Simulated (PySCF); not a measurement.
This PySCF input (PBE0/6-311++G(2d,2p)) gives -189.87979 Eh with 111 basis functions.

```python
import numpy as np, basis_set_exchange as bse
from pyscf import gto, scf, dft, df

basis = {'C': gto.basis.parse(bse.get_basis('6-311++G(2d,2p)', elements=['C'], fmt='nwchem')), 'H': gto.basis.parse(bse.get_basis('6-311++G(2d,2p)', elements=['H'], fmt='nwchem')), 'O': gto.basis.parse(bse.get_basis('6-311++G(2d,2p)', elements=['O'], fmt='nwchem'))}
mol = gto.M(
    atom='''
    O    -1.05124578   -0.53895713   -0.04517009
    C     0.22159526    0.58565329    0.00865797
    O     1.25638181    0.13571604    0.12856953
    H    -0.77813459   -1.47076695   -0.15085754
    H    -0.30730441    1.53440276   -0.05254589
    H    -1.88522068   -0.35162684   -0.51573992
    ''',
    basis=basis,
    charge=1,
    verbose=4,
    max_memory=9888,
)
mf = dft.RKS(mol, xc='pbe0')
mf.grids.level = 3
mf = mf.density_fit(auxbasis=df.autoaux(mol))
mf.conv_tol = 1e-9
mf.max_cycle = 100
print('smallest overlap eigenvalue', np.linalg.eigvalsh(mol.intor('int1e_ovlp'))[0])
mf.kernel()
dip = mf.dip_moment()
```

Change:
```diff
- basis = {'C': gto.basis.parse(bse.get_basis('6-311++G(2d,2p)', elements=['C'], fmt='nwchem')), 'H': gto.basis.parse(bse.get_basis('6-311++G(2d,2p)', elements=['H'], fmt='nwchem')), 'O': gto.basis.parse(bse.get_basis('6-311++G(2d,2p)', elements=['O'], fmt='nwchem'))}
+ basis = {'C': gto.basis.parse(bse.get_basis('cc-pVQZ', elements=['C'], fmt='nwchem')), 'H': gto.basis.parse(bse.get_basis('cc-pVQZ', elements=['H'], fmt='nwchem')), 'O': gto.basis.parse(bse.get_basis('cc-pVQZ', elements=['O'], fmt='nwchem'))}
```

Task: What does the run give now?

Result: -189.90625 Eh (PBE0/cc-pVQZ, 255 functions), a change of -26.46 mEh.
